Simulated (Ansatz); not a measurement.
Level of theory: DFT, BLYP, plane waves (420 eV) with PAW, scalar-relativistic (Ansatz). The PAW files were generated under PBE, with cores re-solved for the functional.

An element in the fcc structure gives this curve. The cell is scaled uniformly from the relaxed one, with fractional coordinates and shape fixed. Energies are extrapolated to zero smearing, pressures are those at the given smearing. Magnetic state: spin not included.

| V (Å³/atom) | E − E₀ (meV/atom) | P (GPa) |
| --- | --- | --- |
| 14.417 | 124.7 | 24.12 |
| 15.073 | 49.1 | 13.87 |
| 15.728 | 10.4 | 5.99 |
| 16.383 | 0.0 | -0.08 |
| 17.039 | 11.4 | -4.73 |
| 17.694 | 39.4 | -8.28 |
| 18.349 | 80.0 | -10.96 |

Q: Which element is it?
A. rhenium
B. rhodium
C. palladium
D. iridium

A: C. Its fit is V₀ = 16.34 Å³/atom, B₀ = 134 GPa, B₀′ = 5.6.
